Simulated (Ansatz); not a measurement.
# Al2H3 radical (SMILES [AlH][AlH2]): one structure at several levels

One table from this session's results is given with a row withheld; the runs are named, their logs left out.

Program: Ansatz 0.2.0, Gaussian basis. Level of theory: single points in def2-TZVPP. These are calculated values, not measurements.

Correlated methods freeze the cores. Orbitals are unrestricted.

## The starting structure

5 atoms, charge 0, spin multiplicity 2.

Atoms are counted from 1 here; the program's logs count them from 0.

Bond lengths: Al1–Al2 2.564 Å, Al1–H3 1.681 Å, Al2–H4 1.477 Å, Al2–H5 1.583 Å. Angles: Al2–Al1–H3 173.4°, Al1–Al2–H4 157.1°, Al1–Al2–H5 80.9°, H4–Al2–H5 119.8°.

Geometry (Å):

```
Al    0.62690   -1.04590    0.74270
Al   -0.66490    0.57090   -0.77050
H     1.31160   -2.20840    1.74550
H    -1.82060    1.09990   -1.52350
H     0.44450    1.56450   -0.23390
```

The first run:

File run/in.yaml:

```yaml
crystal:
  periodic: [false, false, false]
  atoms:
    - {symbol: Al, position_ang: [0.626900, -1.045900, 0.742700]}
    - {symbol: Al, position_ang: [-0.664900, 0.570900, -0.770500]}
    - {symbol: H, position_ang: [1.311600, -2.208400, 1.745500]}
    - {symbol: H, position_ang: [-1.820600, 1.099900, -1.523500]}
    - {symbol: H, position_ang: [0.444500, 1.564500, -0.233900]}
basis:
  gaussian: {orbitals: def2-TZVPP}
magnetization: {spin_polarized: true, initial_magnetization: 1}
correlation: {method: ccsd_t}
scf: {omitted_lower_state_checks: [cluster_reference]}
output: {forces: true}
```

No record of the launch command was kept for these runs.

Among the steps run: CCSD(T)/def2-TZVPP; PBE0-D4/def2-TZVPP; wB97M-V/def2-TZVPP; r2SCAN-D4/def2-TZVPP; PBE-D4/def2-TZVPP; HSE06-D4/def2-TZVPP; CAM-B3LYP-D4/def2-TZVPP.

One table of the session follows, with a row left open; its other results are not shown here.

```
      method  RMS force component (eV/Å)  angle to CCSD(T) forces (°)  dipole (D)
     CCSD(T)                       0.968                    reference        0.90
     PBE0-D4                       0.973                          3.2        0.88
     wB97M-V                       0.960                          3.7        0.92
   r2SCAN-D4                       0.964                          4.0        0.88
      PBE-D4                       0.944                          7.0        0.89
    HSE06-D4                       0.971                          3.2        0.88
CAM-B3LYP-D4                           ?                            ?           ?
```

Q: Estimate the row for CAM-B3LYP-D4 from the others.

The run gave: RMS force component (eV/Å): 0.994; angle to CCSD(T) forces (°): 4.3; dipole (D): 0.88. In the column «RMS force component (eV/Å)» it is the highest.
